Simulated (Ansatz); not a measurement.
A calculation on hcp Sc returned lattice constant a 3.340 Å, lattice parameter c 5.173 Å, equilibrium volume per atom 24.99 Å³/atom, bulk modulus 51.9 GPa, cohesive energy 3.23 eV/atom.

For reference: lattice constant a 3.309 Å (measured, 293 K, no zero-point or thermal correction; as tabulated in Wikipedia's data pages); lattice parameter c 5.268 Å (measured, 293 K, not corrected to a static lattice; as tabulated in Wikipedia's data pages); equilibrium volume per atom 24.77 Å³/atom (measured, copied from a table, unchecked, extrapolated to 0 K and zero-point effects removed; as tabulated in Lejaeghere et al. (2013), arXiv:1204.2733); bulk modulus 55.6 GPa (measured, zero-point energy and finite temperature contributions removed, our sources range from 44.5 to 55.6; as tabulated in doi:10.1021/acs.jctc.3c00612); cohesive energy 3.93 eV/atom (measured, static lattice: zero-point vibration energy added; as tabulated in Mejia-Rodriguez and Trickey (2018), arXiv:1807.09216).

Q: Which level of theory produced these numbers?
A. r²SCAN+rVV10 (Ansatz, a quantum-chemistry and plane-wave program)
B. BLYP (Ansatz)
C. LDA (Ansatz)
D. PBEsol-D3(BJ) (Ansatz)

A: B, BLYP (Ansatz)

The others give: LDA 3.230 Å, 4.988 Å, 22.53 Å³/atom, 61.6 GPa, 4.89 eV/atom; PBEsol-D3(BJ) 3.224 Å, 4.990 Å, 22.46 Å³/atom, 61.4 GPa, 4.97 eV/atom; r²SCAN+rVV10 3.319 Å, 5.174 Å, 24.69 Å³/atom, 55.8 GPa, 4.17 eV/atom.

Unless a cell is named, each level is at its own relaxed cell (BLYP 24.99, LDA 22.53, PBEsol-D3(BJ) 22.46, r²SCAN+rVV10 24.69 Å³/atom).

The crystal itself was run without spin with LDA, PBEsol-D3(BJ), r²SCAN+rVV10, BLYP; a magnetic state was not tried in these runs.

Ansatz's density-functional and Hartree–Fock values are scalar-relativistic unless marked +SOC, with PAW data made under PBE.
